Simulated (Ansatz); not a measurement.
**How far each method lies from full CI for O2, triplet**

Geometry: MP2(full)/6-31G*, from the G2/97 set.

```xyz
2

O     0.0000    0.0000    0.0000
O     0.0000    0.0000    1.2460
```

Basis 6-31G; Ansatz 0.2.0. Only valence electrons are correlated (noble-gas cores frozen), which leaves 12 electrons in 16 orbitals. R marks a restricted (for open shells ROHF) determinant, U an unrestricted one. Active spaces: valence = (12e, 8o) chosen from the atoms' valence shells.

Full CI is exact within this basis and frozen core; it isn't the basis-set limit. The frozen core follows each run's orbitals, which can shift R against U totals by a few meV.

Coupled cluster chose its determinant by a search with trial CCSD, here up to 0.12 eV above the lowest Hartree–Fock solution of its kind, and MP2 stands on that determinant too.

* UHF ⟨S²⟩: 2.032
* ⟨S²⟩ of the determinant under UCCSD: 2.035
* T1 diagnostic (RCCSD): 0.0158
* largest doubles amplitude (RCCSD): 0.120
* T1 diagnostic (UCCSD): 0.0146

```json
{"level": "RMP2", "E − E(full CI) (kJ/mol)": "-34.9", "share of correlation (%)": "104.95", "wall time": "–"}
{"level": "UMP2", "E − E(full CI) (kJ/mol)": "3.9", "share of correlation (%)": "99.44", "wall time": "–"}
{"level": "RCCSD", "E − E(full CI) (kJ/mol)": "26.9", "share of correlation (%)": "96.18", "wall time": "–"}
{"level": "UCCSD", "E − E(full CI) (kJ/mol)": "23.4", "share of correlation (%)": "96.68", "wall time": "–"}
{"level": "RCCSD(T)", "E − E(full CI) (kJ/mol)": "6.8", "share of correlation (%)": "99.03", "wall time": "0.55 s"}
{"level": "UCCSD(T)", "E − E(full CI) (kJ/mol)": "6.3", "share of correlation (%)": "99.11", "wall time": "0.52 s"}
{"level": "BCCD(T)", "E − E(full CI) (kJ/mol)": "6.7", "share of correlation (%)": "99.05", "wall time": "0.67 s"}
{"level": "RCCSDT", "E − E(full CI) (kJ/mol)": "6.8", "share of correlation (%)": "99.04", "wall time": "–"}
{"level": "UCCSDT", "E − E(full CI) (kJ/mol)": "6.3", "share of correlation (%)": "99.11", "wall time": "–"}
{"level": "RCCSDT(Q)", "E − E(full CI) (kJ/mol)": "-0.1", "share of correlation (%)": "100.02", "wall time": "4.7 s"}
{"level": "UCCSDT(Q)", "E − E(full CI) (kJ/mol)": "0.1", "share of correlation (%)": "99.99", "wall time": "3.9 s"}
{"level": "RCCSDTQ", "E − E(full CI) (kJ/mol)": "0.7", "share of correlation (%)": "99.91", "wall time": "56 s"}
{"level": "UCCSDTQ", "E − E(full CI) (kJ/mol)": "0.5", "share of correlation (%)": "99.93", "wall time": "59 s"}
{"level": "CASSCF (valence space)", "E − E(full CI) (kJ/mol)": "380.8", "share of correlation (%)": "45.91", "wall time": "–"}
{"level": "NEVPT2 (valence space)", "E − E(full CI) (kJ/mol)": "75.9", "share of correlation (%)": "89.22", "wall time": "0.34 s"}
{"level": "MRCISD (valence space)", "E − E(full CI) (kJ/mol)": "22.4", "share of correlation (%)": "96.81", "wall time": "–"}
{"level": "MRCISD+Q (valence space)", "E − E(full CI) (kJ/mol)": "7.0", "share of correlation (%)": "99.01", "wall time": "1 s"}
```

The correlation energy at full CI, counted from the determinant under the R cluster runs, is -7.297 eV. That run took 11 s on 2 threads of AMD EPYC 7R13 with a shared H100 80 GB, shared host over 8,014,464 determinants.

Run but not shown, since their state, orbitals or frozen core can't be matched to the reference's or they repeat it: RHF, UHF, CISD, CISDTQ.

Times hold each run's SCF and search for its determinant on a shared host, so for small cases they say little of a method's own cost; they ran on 1 thread of AMD EPYC 7R13.

More than 5 meV below full CI, which no variational method can be: RMP2.

The full-CI state has the irrep B1g of D2h, in the program's axes (one component, if the state is degenerate).

Natural occupations of full CI about the gap: 1.949 1.949 1.942 1.028 1.028 0.059 0.016 0.016 0.012 0.009; effectively unpaired electrons, Σ n²(2−n)², 2.05.

Atomization energy (electronic, same basis, no zero-point term; atoms at the same level, unrestricted beside the R rows where the molecule is a closed shell, with restricted open-shell steps beyond CCSDT(Q)) at full CI: 301.1 kJ/mol. Errors of other levels:

```csv
level,error (kJ/mol)
RMP2,83.2
UMP2,40.7
RCCSD,-24.6
UCCSD,-21.3
RCCSD(T),-6.3
UCCSD(T),-6.0
BCCD(T),-6.2
RCCSDT,-6.7
UCCSDT,-6.3
RCCSDT(Q),0.1
UCCSDT(Q),-0.3
RCCSDTQ,-0.7
UCCSDTQ,-0.7
CASSCF (valence space),-64.1
NEVPT2 (valence space),15.5
MRCISD (valence space),-15.8
MRCISD+Q (valence space),-6.4
```

This basis is far from its limit, so the value isn't to be set against a measured one. Truncated CI isn't size-consistent, which counts against it in atomization.
